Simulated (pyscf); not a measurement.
# Addition across a multiple bond or ene-type step: O=Ge: (SMILES [O]=[Ge]) [singlet] + H₂ (SMILES [H][H]) → HO–GeH: (SMILES [OH][GeH]) [singlet]

Gas phase, singlet surface, charge 0. Bonds broken: H3–H4. Bonds formed: Ge1–H3, O2–H4. Optimised with ωB97X-D3(BJ)/def2-SVP in PySCF.

Transition state (Å):

```xyz
4

Ge    -0.0700    -0.4912     0.3903
O     -1.5078     0.3186     0.8019
H     -1.3888    -1.0946    -0.9572
H     -1.7524    -0.4511    -0.2909
```

One imaginary mode, 1937i cm⁻¹; descent along it reached the two sides named.

| bond | change | reactant side (Å) | saddle | product side |
|---|---|---|---|---|
| H3–H4 | breaks | 0.762 | 0.995 | 2.471 |
| Ge1–H3 | forms | 4.8 | 1.980 | 1.613 |
| O2–H4 | forms | 2.404 | 1.359 | 0.965 |

Electronic energies relative to the separated reactants (kcal/mol):

| level | barrier | reaction energy | reverse barrier |
|---|---|---|---|
| ωB97X-D3(BJ)/def2-TZVP | 33.9 | -16.0 | 50.0 |
| PBE/def2-TZVP | 30.5 | -10.8 | 41.3 |
| r²SCAN/def2-TZVP | 32.3 | -12.7 | 45.0 |
| B3LYP-D3(BJ)/def2-TZVP | 34.3 | -12.8 | 47.1 |
| PBE0-D3(BJ)/def2-TZVP | 30.3 | -17.1 | 47.5 |
| M06-2X/def2-TZVP | 33.5 | -17.5 | 51.0 |
| ωB97M-D3(BJ)/def2-TZVP | 34.2 | -15.0 | 49.2 |
| HF/def2-TZVP | 42.2 | -23.6 | 65.8 |

With ωB97M-D3(BJ)/def2-TZVP energies and thermal terms (ideal gas, 1 atm, RRHO with modes under 100 cm⁻¹ raised to 100, one conformer, R ln 2 for chiral ones without a mode under 150 cm⁻¹), in kcal/mol:

```
T (K)   ΔH‡   ΔG‡     ΔH     ΔG
-----  ----  ----  -----  -----
298    34.2  41.4  -11.9   -4.8
600    33.1  49.2  -12.4   +2.6
900    32.7  57.3  -12.3  +10.1
1200   32.6  65.5  -12.1  +17.5
```

At the saddle there is also a short Ge–H contact that neither side keeps. This is the saddle that the search found; another between the same sides may lie lower. Elements up to Kr have no core potential and no relativistic terms here.
